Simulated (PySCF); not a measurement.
## How the method moves the proton affinities of methyl chloride

Structure: `CCl` (CH3Cl). Atom numbers as in the mapped SMILES `[CH3:1][Cl:2]`.

All levels share the PBE0-D3(BJ)/def2-SVP structures and the PBE0-D3(BJ)/def2-SVP thermal terms; only the single-point energies (PySCF) change. Values are proton affinities (298 K, kJ/mol).

Measured (NIST Chemistry WebBook): proton affinity (−ΔH) 647 kJ/mol.

| level | Cl2 | time |
| --- | --- | --- |
| MP2/ma-def2-TZVP | 635 | 2.9 s |
| CCSD(T)/ma-def2-TZVP | 645 | 33 s |
| HF/ma-def2-TZVP | 651 | 0.72 s |
| PBE0-D3(BJ)/def2-TZVP | 652 | – |

Times are wall times for all single points of a level on 1 thread of Arm Neoverse V1, a shared host; the dash marks the run that also made the structures.

Hartree-Fock leaves out electron correlation, so its proton affinities can be off by tens of kJ/mol.

The spread: 17 kJ/mol, from 635 to 652.

Note: the best site listed is a halogen, a weak base; protonation of a C–C, C–H or other σ bond isn't listed and may be favoured.
